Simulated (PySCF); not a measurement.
Species: C4H7ClO.
Atom-mapped SMILES: `[CH3:1][CH:2]([CH3:3])[C:4](=[O:5])[Cl:6]` (hydrogens: H7, H8, H9 on C1; H10 on C2; H11, H12, H13 on C3)

The same species was optimised twice, with GFN2-xTB and with PBE0-D3(BJ)/def2-SVP (PySCF), and the same property calculations (PySCF, gas phase) were run on both structures.

| coordinate | GFN2-xTB | PBE0-D3(BJ)/def2-SVP | change |
| --- | --- | --- | --- |
| C4–Cl6 (Å) | 1.779 | 1.800 | +0.021 |
| C2–C4 (Å) | 1.499 | 1.511 | +0.012 |
| C2–C3 (Å) | 1.527 | 1.521 | -0.006 |
| C1–C2 (Å) | 1.534 | 1.530 | -0.004 |
| C4=O5 (Å) | 1.183 | 1.182 | -0.001 |
| C1–C2–C4 (°) | 108.4 | 110.2 | +1.8 |
| C2–C4–O5 (°) | 128.9 | 127.5 | -1.4 |
| C1–C2–C3 (°) | 111.4 | 112.6 | +1.2 |
| O5–C4–Cl6 (°) | 119.3 | 120.1 | +0.8 |
| C2–C4–Cl6 (°) | 111.8 | 112.4 | +0.6 |
| C3–C2–C4 (°) | 109.9 | 110.2 | +0.3 |
| C1–C2–C4–O5 (°) | 107 | 113 | +6 |

Rotational constants: A = 4444, B = 2084, C = 1622 MHz (GFN2-xTB) against A = 4385, B = 2075, C = 1581 MHz (PBE0-D3(BJ)/def2-SVP). Point groups within 0.08 Å: C1 and C1.

On the GFN2-xTB structure: HOMO (eV) -8.46 [PBE0/pcSseg-1]; LUMO (eV) -0.97 [PBE0/pcSseg-1]; dipole (D) 3.04 [PBE0/pcSseg-1]; GIAO shielding of C1/C3 (mean) (ppm) 165.4 [PBE0/pcSseg-1]; GIAO shielding of C2 (ppm) 137.7 [PBE0/pcSseg-1]; GIAO shielding of C4 (ppm) -1.5 [PBE0/pcSseg-1]; GIAO shielding of O5 (ppm) -247.1 [PBE0/pcSseg-1]; GIAO shielding of Cl6 (ppm) 499.3 [PBE0/pcSseg-1].

Task: What do these properties become on the PBE0-D3(BJ)/def2-SVP structure?

Result: 
```tsv
property	level	on GFN2-xTB	on PBE0-D3(BJ)/def2-SVP	change
HOMO (eV)	PBE0/pcSseg-1	-8.46	-8.49	-0.03
LUMO (eV)	PBE0/pcSseg-1	-0.97	-1.00	-0.03
dipole (D)	PBE0/pcSseg-1	3.04	3.03	-0.01
energy, GFN2-xTB geometry as zero (kcal/mol)	PBE0/pcSseg-1	0.0	-0.6	-0.6
GIAO shielding of C1/C3 (mean) (ppm)	PBE0/pcSseg-1	165.4	164.0	-1.4
GIAO shielding of C2 (ppm)	PBE0/pcSseg-1	137.7	135.7	-2.0
GIAO shielding of C4 (ppm)	PBE0/pcSseg-1	-1.5	-2.6	-1.1
GIAO shielding of O5 (ppm)	PBE0/pcSseg-1	-247.1	-250.8	-3.7
GIAO shielding of Cl6 (ppm)	PBE0/pcSseg-1	499.3	495.4	-3.9
```

The heavy atoms differ by 0.044 Å rms after alignment. Among bonds between heavy atoms C4–Cl6 changes most (+0.021 Å). Changes are differences of the printed values. Neither structure is proved a minimum here.

The values belong to the conformer `[CH3:1][CH:2]([CH3:3])[C:4](=[O:5])[Cl:6]`: C1–C2–C4–O5 113°.
